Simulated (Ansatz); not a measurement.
2H WSe2, treated with HSE06+SOC (Ansatz, an electronic-structure program, PAW).

Run with plane-wave cutoff 460 eV, 9×9×2 k mesh (along the axes of the cell as run), Fermi–Dirac smearing 0.01 eV, PAW data made under PBE.

Cell (measured lattice):

```cif
data_Se4W2
_chemical_formula_sum 'W2 Se4'
_space_group_name_H-M_alt 'P 1'
_space_group_IT_number 1
_cell_length_a 3.28200
_cell_length_b 3.28200
_cell_length_c 12.96000
_cell_angle_alpha 90.000
_cell_angle_beta 90.000
_cell_angle_gamma 120.000
loop_
_space_group_symop_operation_xyz
  'x, y, z'
loop_
_atom_site_label
_atom_site_type_symbol
_atom_site_fract_x
_atom_site_fract_y
_atom_site_fract_z
_atom_site_occupancy
W1 W 0.33333 0.66667 0.25000 1
W2 W 0.66667 0.33333 0.75000 1
Se1 Se 0.33333 0.66667 0.87900 1
Se2 Se 0.66667 0.33333 0.37900 1
Se3 Se 0.66667 0.33333 0.12100 1
Se4 Se 0.33333 0.66667 0.62100 1
```

Task: Estimate the band gap, smallest direct gap on the k points sampled and Γ–Γ gap that the calculation returns.

Result: 
- band gap: 1.32 eV (indirect)
- smallest direct gap on the k points sampled: 1.75 eV
- Γ–Γ gap: 3.04 eV

Note: cell and atoms aren't relaxed at this level (largest force component 0.28 eV/Å, pressure 0.2 GPa).

The computed numbers hold no vibrational or temperature effects.
